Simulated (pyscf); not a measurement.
Single points on ωB97X-D3(BJ)/def2-SVP structures (PySCF, gas phase).

For the elementary gas-phase step `[AsH2][AsH2]` + `[SiH4]` → `[AsH][AsH2]` [doublet] + `[H][H]` + `[SiH3]` [doublet] (singlet surface; As–H, H–Si broken, H–H formed), what barrier and reaction energy does ωB97M-D3(BJ)/def2-TZVP give, measured from the separated reactants?

ΔE‡ = 52.1 kcal/mol, ΔE = +65.0 kcal/mol. Zero-point energy shifts the barrier by -0.6 kcal/mol. It is a concerted fragmentation, with an imaginary mode of 805i cm⁻¹. On the product side the descent ends in an adduct with a As–Si contact (not fully relaxed), 42.1 kcal/mol under the separated species and 22.6 kcal/mol under the saddle at ωB97X-D3(BJ)/def2-TZVP. At ωB97M-D3(BJ) the saddle lies under the separated products, which points to a path from their complex (located at ωB97X-D3(BJ) alone), and parting the products costs more than the saddle. At ωB97X-D3(BJ) the barrier from the zero used here is 46.9 kcal/mol. This is the saddle that the search found; another between the same sides may lie lower. Elements up to Kr have no core potential and no relativistic terms here.
